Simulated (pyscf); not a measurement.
H₃C–Re(=O)(=O)=O (SMILES [CH3][Re](=[O])(=[O])=[O]) + CH₄ (SMILES C) → H₃C–Re(CH₃)(=O)(=O)–OH (SMILES [CH3][Re]([CH3])(=[O])(=[O])[OH]), an addition across a multiple bond or ene-type step (singlet surface; C–H broken, C–Re, H–O formed). Single points on ωB97X-D3(BJ)/def2-SVP structures (PySCF, gas phase). Energies in eV from the separated reactants.

Small-basis levels: PySCF, no dispersion term, spherical d functions. 

Q: Quick B3LYP/LANL2DZ single points give ΔE‡ = 2.88 eV and ΔE = +0.88 eV. What does ωB97M-D3(BJ)/def2-TZVP give, and how far is the quick result from it?

A: ωB97M-D3(BJ)/def2-TZVP gives ΔE‡ = 2.44 eV and ΔE = +0.74 eV. B3LYP/LANL2DZ lies 0.44 eV over it in the barrier and 0.14 eV over it in the reaction energy, so on this step it does not hold to within 0.13 eV. ωB97M-D3(BJ)/def2-TZVP has limits of its own. On the product side the descent ends in a point that may be a rotor saddle (no frequency run), 0.05 eV over the lowest minimum found and 1.67 eV under the saddle at ωB97X-D3(BJ)/def2-TZVP. One saddle was located; it need not be the lowest between these sides. In the def2 sets elements past Kr carry core potentials, without spin-orbit coupling.
